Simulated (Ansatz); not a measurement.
**CHAl (triplet): wave-function methods side by side at scale of all distances = 1.730, 6-31G**

Aim: climb from Hartree-Fock through coupled cluster and multireference methods for CHAl (triplet) at one geometry and basis, and see what each rung misses.

Computed with Ansatz 0.2.0, Gaussian basis. Level: 6-31G, core rule «outside noble gas», up to 6 orbitals frozen.

The runs, in order: UHF; CCSD(T) on ROHF; CCSD(T) on UHF; BCCD(T) on ROHF; CISD; CCSDT(Q) on ROHF; CCSDT(Q) on UHF; CISDTQ; CCSDTQ on ROHF; CCSDTQ on UHF; CASSCF and MRCISD+Q, 4 electrons in 4 orbitals; CASSCF and NEVPT2, 4 electrons in 4 orbitals; CASSCF and MRCISD+Q, 8 electrons in 9 orbitals; CASSCF and NEVPT2, 8 electrons in 9 orbitals; Full CI.

17 further runs of the same task are left out: 17 that didn't finish.

## Step 1: What is computed

The geometry derives from a PBE0/def2-TZVP stationary point (not a proven minimum). All distances are scaled together.

3 atoms, charge 0, spin multiplicity 3.

Atoms are counted from 1 here; the program's logs count them from 0.

No contacts short enough for the rule that draws bonds.

## Step 2: UHF

Contents of in.yaml:

```yaml
crystal:
  periodic: [false, false, false]
  atoms:
    - {symbol: Al, position_ang: [0.000000, 0.000000, 0.181823]}
    - {symbol: C, position_ang: [0.000000, 0.000000, -3.133203]}
    - {symbol: H, position_ang: [0.000000, 0.000000, 2.951380]}
basis:
  gaussian: {orbitals: 6-31G}
magnetization: {spin_polarized: true, initial_magnetization: 2}
hamiltonian: {xc: hf}
output: {orbitals: {seedname: orbitals}}
```

Run with:

```sh
$ ansatz run in.yaml --threads 1 --pin off --events-out ev --progress --plain --max-ram 2393MiB
```

After this run come: CCSD(T) on ROHF; CCSD(T) on UHF; BCCD(T) on ROHF; CISD; CCSDT(Q) on ROHF; CCSDT(Q) on UHF; CISDTQ; CCSDTQ on ROHF; CCSDTQ on UHF; CASSCF and MRCISD+Q, 4 electrons in 4 orbitals; CASSCF and NEVPT2, 4 electrons in 4 orbitals; CASSCF and MRCISD+Q, 8 electrons in 9 orbitals; CASSCF and NEVPT2, 8 electrons in 9 orbitals; Full CI.

Before running them: what should the planned runs give, taken together? Wanted: FCI below the RHF energy; RMP2 from FCI; UMP2 from FCI; RCCSD from FCI; RCCSD(T) from FCI; UCCSD(T) from FCI; RCCSDT(Q) from FCI; UCCSDT(Q) from FCI; NEVPT2 pair from FCI.

The runs gave:

```
                         quantity                                                           value
         FCI below the RHF energy                                                      -3.1227 eV
                    RMP2 from FCI                                                   +129.7 kJ/mol
                    UMP2 from FCI                                                   +118.1 kJ/mol
                   RCCSD from FCI                                                    +12.5 kJ/mol
                RCCSD(T) from FCI                                                     +6.1 kJ/mol
                UCCSD(T) from FCI                                                     +6.1 kJ/mol
               RCCSDT(Q) from FCI                                                     +0.6 kJ/mol
               UCCSDT(Q) from FCI                                                     +0.4 kJ/mol
             NEVPT2 pair from FCI                                                    +83.7 kJ/mol
          NEVPT2 valence from FCI                                                    +31.6 kJ/mol
        MRCISD+Q valence from FCI                                                     +4.4 kJ/mol
levels within 1 kcal/mol (43 meV)  RCCSDT, UCCSDT, CISDTQ, RCCSDT(Q), UCCSDT(Q), RCCSDTQ, UCCSDTQ
                    T1 diagnostic                                                           0.053
   effectively unpaired electrons                                                            2.55
```

What this shows: RCCSD(T) misses by +6.1 kJ/mol, 2.0 % of the correlation energy. The occupations show some static correlation. Of the multireference levels listed MRCISD+Q valence comes nearest in total energy (+4.4 kJ/mol), which doesn't show that its space is the better one. These misses are within one basis, not against nature; the frozen cores of restricted and unrestricted runs differ, which can shift their rows.
